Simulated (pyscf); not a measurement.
PySCF, gas phase, ωB97X-D3(BJ)/def2-SVP geometries.

Question: hydrogen fluoride (HF) + F–Nb(F)(F)(F)–SH -> F–Nb(F)(F)(F)–F + H₂S
Surface: singlet. Broken: F–H, Nb–S. Formed: F–Nb, H–S. Give ΔE‡ and ΔE from ωB97M-D3(BJ)/def2-TZVP, relative to the separated reactants.

Answer: ΔE‡ = -3.3 kcal/mol, ΔE = -15.3 kcal/mol. Zero-point energy shifts the barrier by -0.5 kcal/mol. It is a four-centre exchange, with an imaginary mode of 762i cm⁻¹. On the reactant side the descent ends in an adduct with a F–Nb contact, 8.1 kcal/mol under the separated species and 4.0 kcal/mol under the saddle at ωB97X-D3(BJ)/def2-TZVP. On the product side the descent ends in an adduct with a Nb–S contact, 16.6 kcal/mol under the separated species and 23.5 kcal/mol under the saddle at ωB97X-D3(BJ)/def2-TZVP. At ωB97M-D3(BJ) the saddle lies under the separated reactants, which points to a path from their complex (located at ωB97X-D3(BJ) alone). What is counted as formed (F–Nb) is already present as a longer contact in the reactant adduct; forming that adduct is a step of its own. What is counted as broken (Nb–S) persists as a longer contact in the product adduct; parting that adduct is a step of its own. This is the saddle that the search found; another between the same sides may lie lower. Elements past Kr carry the def2 core potentials, without spin-orbit coupling.
